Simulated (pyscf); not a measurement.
A first-order saddle from PySCF, ωB97X-D3(BJ)/def2-SVP:

```xyz
8

Al     0.8854     1.5445    -0.0975
H      0.7717     0.3695    -1.5255
C      0.1219    -0.3402     0.7404
C     -1.1804    -0.6483     0.8701
H      0.4744    -0.1521    -0.6455
H      0.8211    -0.8332     1.4353
H     -1.9418    -0.2250     0.1999
H     -1.5565    -1.3321     1.6414
```

Surface: singlet, charge 0. Lowest wavenumbers (cm⁻¹): 1270i, 156, 195, 392, 531.

### Question
What reaction is this the transition state of?

### Answer
AlH [singlet] + H₂C=CH₂ ⇌ H₂C=CH–Al [singlet] + H₂, a four-centre exchange read from left to right: Al–H, C–H broken and Al–C, H–H formed. At ωB97M-D3(BJ)/def2-TZVP it lies +0.96 eV from the left side and +0.91 eV from the right (each side as separated species at their lowest minima found). On the reactant side the descent ends in a bound adduct (not fully relaxed), 0.43 eV under the separated species and 1.34 eV under the saddle at ωB97X-D3(BJ)/def2-TZVP. At the saddle there is also a short Al–H contact that neither side keeps. One saddle was located; it need not be the lowest between these sides.
